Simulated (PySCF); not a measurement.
Species: MnH (septet state).
Cartesian coordinates in Å at the PBE0-D3(BJ)/def2-SVP level; atoms count from 1:
```xyz
2
MnH angstrom
Mn     0.902   -0.085    0.008
H     -0.852   -0.003   -0.031
```

Level of theory: PBE0-D3(BJ)/def2-SVP geometry optimisation, gas phase in PySCF.

Masses are those of the commonest isotopes; rigid-rotor values at the optimised geometry. 

Q: What are the moment of inertia and the rotational constant?

A: I = 3.050 u·Å², B = 505379 MHz·u·Å²/I = 165676 MHz (5.5264 cm⁻¹, or 7.951 K as hB/k). For two atoms I = μr² with μ = 0.9897 u and r = 1.7556 Å.

Q: List the first levels of a rigid rotor in a Σ state.

A: E(J) = BJ(J+1): J = 1: 11.053, J = 2: 33.158, J = 3: 66.316, J = 4: 110.527, J = 5: 165.791, J = 6: 232.107 cm⁻¹. For this open shell read J as N, the rotation without spin; fine and hyperfine splittings come on top.

Q: Where do the first rotational lines fall?

A: The dipole is 1.92 D; J+1 ← J lies at 2B(J+1): 1 ← 0 at 331.35 GHz, 2 ← 1 at 662.70 GHz, 3 ← 2 at 994.06 GHz, 4 ← 3 at 1325.41 GHz, 5 ← 4 at 1656.76 GHz, 6 ← 5 at 1988.11 GHz.

PBE0-D3(BJ)/def2-SVP frequencies: not computed here. ⟨S²⟩ = 12.002 (exact for a septet: 12.00). Constants of a rigid frame at the computed geometry: no zero-point averaging, no centrifugal distortion.

Hardware: an Intel Xeon Platinum 8259CL at 2.50 GHz with one thread, shared host with 96 logical CPUs at a one-minute load of 50. Cost: 4.8 s wall, 0.24 GiB resident at most. That covers the optimisation of the geometry.
